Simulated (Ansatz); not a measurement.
Basis-set extrapolation for AlH$_{7}$OSi, SMILES `[AlH3-][OH+][SiH3]` (PBE0-D4/def2-TZVP geometry, frozen core, Ansatz). Multiplicity 1, RHF reference.

```json
{"": "HF", "cc-pV(T+d)Z": "-609.882825", "cc-pV(Q+d)Z": "-609.897115"}
{"": "MP2 correlation", "cc-pV(T+d)Z": "-0.478265", "cc-pV(Q+d)Z": "-0.514003"}
{"": "CCSD(T) correlation", "cc-pV(T+d)Z": "-0.539766", "cc-pV(Q+d)Z": "-0.571976"}
```

Energies in hartree. Use E(X) = E(∞) + A·exp(−5.46·√X) for Hartree–Fock and E(X) = E(∞) + B·X^(−3.05) for correlation, with X = 3 and 4.

Q: What is the CCSD(T) energy at the basis-set limit?

A: HF limit: -609.897115 + (-0.014290) × 0.30130 = -609.90142. Correlation limit: -0.571976 + (-0.032210) × 0.71189 = -0.59491. Total: -610.49633 hartree, 46.3 kcal/mol below CCSD(T)/cc-pV(T+d)Z.
